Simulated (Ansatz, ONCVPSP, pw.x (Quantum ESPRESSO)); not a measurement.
nickel (Ni): does the ONCV potential hold in the solid?

nickel, optimised norm-conserving Vanderbilt (ONCV), made with ONCVPSP 4.0.1.1 (patched build) (LDA (Perdew-Wang 92), scalar-relativistic). Core [Ne], reference 3s2 3p6 3d8 4s1 4p1. Waves: 3s+4s: rc 1.40 bohr, ncon 4, nbas 8, qcut 8.8 1/bohr, 3 projectors, debl 0.9 Ha; 3p+4p: rc 1.20 bohr, ncon 4, nbas 8, qcut 11 1/bohr, 2 projectors; 3d: rc 1.65 bohr, ncon 3, nbas 8, qcut 8.1 1/bohr, 1 projector. Local part: polynomial inside 1.12 bohr (lpopt 5, dvloc0 0 Ha). Core correction: Teter function, fcfact 3.25, rcfact 1.15.

Atomic tests: cutoffs needed: 42 Ha and 49 Ha (the cutoffs (Ha) at which the residual kinetic energy of the hardest occupied pseudo-wave falls to 1 and 0.1 mHa per electron); ghost test: no bound ghost flagged; no localised positive-energy state flagged; largest excitation error: +7.7 meV (all-electron minus pseudo) for 3s2 3p6 3d8 4s0 4p0, out of 4 test configurations.

Crystal test: fcc Ni in pw.x 7.5, no spin, 16³ k-points, Fermi–Dirac smearing 0.01 Ry, cutoffs 115/460 Ry. The reference is all-electron LAPW (Ansatz 0.2.0) with the same functional, mesh and smearing; V0 and B0 come from Birch–Murnaghan fits to the pressures at five volumes. Errors are pseudo minus all-electron; Δ is the rms difference of the E(V) curves that follow from these fits, minima aligned, over ±6 % about the mean V0. Mesh and smearing are coarse, so the numbers serve the comparison and aren't converged zero-temperature values; the lattice is a test structure that the element need not adopt. Spin polarisation and strong correlation are left out, which matters for this element.

```
V (Å³/atom)  P all-electron (GPa)  P pseudo (GPa)
      9.508                 15.35           18.78
      9.758                  7.35           10.45
     10.008                  0.43            3.24
     10.258                 -5.55           -3.00
     10.508                -10.71           -8.39
```

All-electron: a0 = 3.423 Å (V0 = 10.02 Å³/atom), B0 = 254.8 GPa.

Pseudopotential: mean pressure error (GPa): +2.84; a0 (Å): 3.435; a0 error (%): +0.36; B0 error (%): -1.0; Δ (meV/atom): 6.0.

**Question.** At the middle volume, how do free energy and pressure move when the wave cutoff is lowered (ecutrho kept at four times it)?

**Answer.**

| cutoff (Ry) | shift of F (meV/atom) | shift of P (GPa) |
| --- | --- | --- |
| 52 | +8571.2 | -644.60 |
| 69 | +992.8 | -89.04 |
| 92 | +42.9 | -6.12 |

The run at the middle volume (145 k-points, 6 iterations) took about 18 s on one core of a shared host (Intel(R) Xeon(R) Platinum 8488C, 96 threads, 744 GiB, load 27).
